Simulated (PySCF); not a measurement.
**Heteronuclear NMR**

Mapped SMILES: `[F:1][C:2]([F:3])=[C:4]([F:5])[F:6]`.

No relativistic terms, no solvent, averaged over atoms made equivalent by symmetry, fast rotation or ring inversion, one conformer. B97-2/pcSseg-2 with gauge-including orbitals; J couplings at B3LYP/pcJ-2; PBE0-D3(BJ)/def2-TZVP geometry; PySCF 2.14.

Task: Predict the $^{19}$F NMR data.

Result: 
```
      atoms       environment  σ (ppm)  δ (ppm)
F1/F3/F5/F6  vinylic fluorine    313.4   -134.1
```

Shieldings were converted by a linear fit to measured shifts: $^{19}$F: δ = 163.32 − 0.949σ +9.6 on sp3 carbon (rms 4.2 ppm, 161 shifts, 5.7 ppm with the 8 outliers that the fit left out vs CFCl3, solution or neat liquid). Occasional misses reach two or three times the rms, and more in compound classes unlike the fitted ones. Couplings are scaled by factors fitted to measured values: $^{1}J$(C,F) × 0.78 (rms 5.7 Hz), $^{2}J$(C,F) × 1.03 (rms 1.6 Hz, 5.1 with 1 outliers); all others are unscaled and can be 10–30 % off.

Couplings (the largest are listed; each averaged over equivalent pairs): $^{1}J$(F1,C2) = -272.1 Hz, $^{2}J$(F1,C4) = 55.4 Hz, $^{2}J$(F1,F3) = 40.6 Hz, $^{3}J$(F1,F6) = -143.6 Hz, $^{3}J$(F1,F5) = 102.7 Hz.

On a 500 MHz spectrometer $^{19}$F resonates near 470.5 MHz, so 1 ppm is 470.5 Hz.
